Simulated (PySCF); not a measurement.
# C2H4Si: the cost of one run

Method: levels as typed in each script, gas phase, geometry from GFN2-xTB; program: PySCF 2.14.0.

## 1. Starting geometry

SMILES `[SiH3]C#C`, 7 atoms, charge 0, spin multiplicity 1.

Bond lengths: Si1–C2 1.848 Å, Si1–H4 1.465 Å, Si1–H5 1.465 Å, Si1–H6 1.466 Å, C2–C3 1.202 Å, C3–H7 1.053 Å. Angles: C2–Si1–H4 108.1°, C2–Si1–H5 108.2°, C2–Si1–H6 108.1°, H4–Si1–H5 110.8°, H4–Si1–H6 110.8°, H5–Si1–H6 110.8°, Si1–C2–C3 180.0°, C2–C3–H7 180.0°.

Geometry (Å):

```xyz
7
C2H4Si
Si    1.0710    0.0000    0.0000
C    -0.7774    0.0001    0.0002
C    -1.9796    0.0000   -0.0001
H     1.5262   -1.1842   -0.7337
H     1.5275   -0.0434    1.3909
H     1.5261    1.2275   -0.6586
H    -3.0322   -0.0001    0.0000
```

## 2. Stretching a bond (def2-svp)

Contents of input.py:

```python
import numpy as np
from pyscf import gto, scf, mcscf

mol = gto.M(atom='''
Si     1.07101    -0.00001     0.00003
C     -0.77740     0.00005     0.00023
C     -1.97957    -0.00001    -0.00007
H      1.52617    -1.18415    -0.73368
H      1.52754    -0.04340     1.39088
H      1.52615     1.22754    -0.65857
H     -3.03220    -0.00013    -0.00001
''', basis='def2-svp', charge=0, spin=0, verbose=4)
# stretch the bond between atoms 2 and 3, from long to short, fragments rigid
a, b, move = 1, 2, [2, 6]
xyz = mol.atom_coords(unit='Angstrom')
u = xyz[b] - xyz[a]
r0 = np.linalg.norm(u)
rows, last, dm_u = [], None, None
for r in [3.36, 2.64, 2.16, 1.86, 1.62, 1.44, 1.32, 1.2, 1.1]:
    new = xyz.copy()
    new[move] += u / r0 * (r - r0)
    m = mol.set_geom_(new, unit='Angstrom', inplace=False)
    rhf = scf.RHF(m).density_fit(auxbasis='def2-universal-jkfit').run()
    uhf = scf.UHF(m).density_fit(auxbasis='def2-universal-jkfit').newton()
    if dm_u is None:
        c = rhf.mo_coeff
        h = m.nelectron // 2 - 1
        ca, cb = c.copy(), c.copy()
        ca[:, h], cb[:, h] = (c[:, h] + c[:, h + 1]) / 2**.5, (c[:, h] - c[:, h + 1]) / 2**.5
        dm_u = np.array([x[:, :h + 1] @ x[:, :h + 1].T for x in (ca, cb)])
    uhf.kernel(dm0=dm_u)
    for _ in range(3):
        c, _, stable, _ = uhf.stability(return_status=True)
        if stable:
            break
        uhf.kernel(c, uhf.mo_occ)
    dm_u = uhf.make_rdm1()
    mc = mcscf.CASSCF(rhf, 6, 6)
    mc.natorb = True
    mc.fix_spin_(ss=0)
    guess = mcscf.addons.make_natural_orbitals(uhf)[1] if last is None else mcscf.project_init_guess(mc, last.mo_coeff, last.mol)
    mc.kernel(guess)
    last = mc
    act = slice(mc.ncore, mc.ncore + mc.ncas)
    print('r %.3f  RHF %.6f  UHF %.6f  <S^2> %.3f  CASSCF %.6f  occupations' % (r, rhf.e_tot, uhf.e_tot, uhf.spin_square()[0], mc.e_tot), mc.mo_occ[act].round(4))
    rows.append((new, rhf.e_tot, uhf.e_tot, uhf.spin_square()[0], mc.e_tot, mc.mo_occ[act], mc.mo_coeff[:, act], dm_u[0] - dm_u[1], rhf.converged and uhf.converged and mc.converged))
    np.savez('result.npz', **{k: [row[i] for row in rows] for i, k in enumerate('xyz rhf uhf s2 cas occ c spin ok'.split())})
```

Run with:

```console
OMP_NUM_THREADS=1 python input.py
```

**Question.** How long does this run take on 1 thread of Intel Xeon 6975P-C (Granite Rapids), shared host, and how much memory does it need?

About 51 s, with a peak of 0.18 GiB.
